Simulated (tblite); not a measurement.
Input of a run (GFN2-xTB geometry optimisation, gas phase (tblite 0.8.0)), started from a force field or distance geometry:
```
{"job": {"kind": "relax", "xc": "GFN2-xTB", "basis": "xTB"}, "charge": 0, "multiplicity": 2}
C      2.097800     0.253700     0.110800
S      1.009100    -1.174500     0.106300
C     -0.699600    -0.845100     0.436600
C     -1.430000     0.332500    -0.173300
C     -1.097300     0.314800     1.327200
F     -2.178600     0.007900     2.142900
H      2.885300     0.098000     0.877200
H      2.643000     0.343500    -0.855600
H      1.576900     1.211400     0.260200
H     -1.343600    -1.767900     0.477500
H     -2.522400     0.183200    -0.378100
H     -0.939500     1.041800    -0.828300
```

Output (eV, eV/Å):
```
step      E/eV     max force
  0    -529.36815    2.223
  1    -529.56239    1.039
  2    -529.64214    0.536
  3    -529.66451    0.483
  4    -529.71572    0.422
  5    -529.73152    0.358
  6    -529.74899    0.313
  7    -529.75951    0.276
  8    -529.76904    0.231
  9    -529.77517    0.209
 10    -529.78014    0.211
 11    -529.78567    0.227
 12    -529.79318    0.279
 13    -529.80119    0.268
 14    -529.80823    0.240
 15    -529.81348    0.165
 16    -529.81727    0.156
 17    -529.82126    0.156
 18    -529.82573    0.176
 19    -529.83020    0.178
 20    -529.83468    0.163
 21    -529.83893    0.166
 22    -529.84275    0.161
 23    -529.84638    0.170
 24    -529.84950    0.157
 25    -529.85155    0.105
 26    -529.85275    0.084
 27    -529.85372    0.100
 28    -529.85481    0.092
 29    -529.85582    0.087
 30    -529.85645    0.066
 31    -529.85680    0.052
 32    -529.85710    0.047
 33    -529.85751    0.055
 34    -529.85810    0.063
 35    -529.85887    0.079
 36    -529.85981    0.082
 37    -529.86100    0.091
 38    -529.86261    0.119
 39    -529.86471    0.139
 40    -529.86724    0.133
 41    -529.87012    0.155
 42    -529.87369    0.177
 43    -529.87901    0.183
 44    -529.88506    0.214
 45    -529.88790    0.247
 46    -529.88106    0.487
 47    -529.89547    0.160
 48    -529.89748    0.144
 49    -529.90309    0.134
 50    -529.90633    0.170
 51    -529.90992    0.150
 52    -529.91240    0.105
 53    -529.91449    0.103
 54    -529.91580    0.119
 55    -529.91774    0.100
 56    -529.91888    0.066
 57    -529.91963    0.064
 58    -529.92030    0.066
 59    -529.92140    0.090
 60    -529.92247    0.096
 61    -529.92347    0.098
 62    -529.92423    0.089
 63    -529.92503    0.076
 64    -529.92587    0.072
 65    -529.92661    0.057
 66    -529.92722    0.067
 67    -529.92776    0.079
 68    -529.92837    0.110
 69    -529.92918    0.106
 70    -529.93065    0.080
 71    -529.93149    0.077
 72    -529.93272    0.117
 73    -529.93382    0.127
 74    -529.93500    0.094
 75    -529.93572    0.052
 76    -529.93619    0.062
 77    -529.93668    0.068
 78    -529.93738    0.069
 79    -529.93818    0.056
 80    -529.93869    0.049
 81    -529.93891    0.045
 82    -529.93903    0.027
 83    -529.93915    0.021
 84    -529.93922    0.019
 85    -529.93927    0.017
 86    -529.93929    0.011
 87    -529.93931    0.008
```

Problem. Summarise the run.

Solution. The energy falls by 13.2 kcal/mol over 87 L-BFGS steps, the largest force on an atom goes from 2.22 to 0.008 eV/Å, and the atoms move by 0.486 Å rms after alignment. The bond that changes most is C4–C5 (ends: carbon bonded to 2 C and 2 H; carbon bonded to 2 C and F), which shortens by 0.067 Å. Bonds longer at the end by more than 0.005 Å: 3 of 12; shorter: 8. Among the angles that change most is C1–S2–C3, from 115.9° to 99.6°. Among the dihedrals that turn most is H9–C1–S2–C3, from -4° to 37°. The energy rose by more than 1e-5 eV at step 46. The first step brought 34 % of the lowering.

Problem. What are the final bond lengths?

Solution. C1–S2 1.809 Å, S2–C3 1.785 Å, C3–C4 1.539 Å, C4–C5 1.470 Å, C5–F6 1.354 Å, C3–C5 1.474 Å, C1–H7 1.084 Å, C1–H8 1.086 Å, C1–H9 1.091 Å, C3–H10 1.084 Å, C4–H11 1.084 Å, C4–H12 1.080 Å. Numbering counts from 1 in the input's order; the species is `CS[C@@H]1C[C]1F` [radical].

The run took 0.43 s wall on one thread, Arm Neoverse V1 (aarch64), shared host with 32 logical CPUs at a one-minute load of 34.

Its GFN2-xTB frequencies are all real (lowest 90 cm⁻¹).

One conformer stands for the species.

All values are computed, not measured.
